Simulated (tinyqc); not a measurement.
Inside a calculation. Method: extended Hueckel theory, for LiH+. The parameters take no account of the charge, which enters only through the electron count. One step of it, computed by the program tinyqc.

Task: Mulliken analysis. P = C n C^T; charge = valence electrons (Li 1, H 1) minus the sum of (P S)_ii on the atom; overlap population = 2 sum P_ij S_ij between two atoms.

coefficients, order 1Li 2s, 1Li 2px, 1Li 2py, 1Li 2pz, 2H 1s:
```
[[0.118984, 0.846427, 0.000000, 0.000000, 0.708112],
 [0.000000, 0.000000, -0.309479, 0.950906, 0.000000],
 [0.000000, 0.000000, 0.950906, 0.309479, 0.000000],
 [0.052467, -0.531357, 0.000000, 0.000000, 1.051203],
 [0.923299, -0.128569, 0.000000, 0.000000, -0.867829]]
```

occupations: [1.000000, 0.000000, 0.000000, 0.000000, 0.000000]

overlap S, order 1Li 2s, 1Li 2px, 1Li 2py, 1Li 2pz, 2H 1s:
```
[[1.000000, 0.000000, 0.000000, 0.000000, 0.378196],
 [0.000000, 1.000000, 0.000000, 0.000000, 0.000000],
 [0.000000, 0.000000, 1.000000, 0.000000, 0.000000],
 [0.000000, 0.000000, 0.000000, 1.000000, 0.490406],
 [0.378196, 0.000000, 0.000000, 0.490406, 1.000000]]
```

Give: charges; Overlap populations.

Result:

charges: [0.918, 0.082]

Overlap populations:
```
pair     value
2-1   0.130609
```
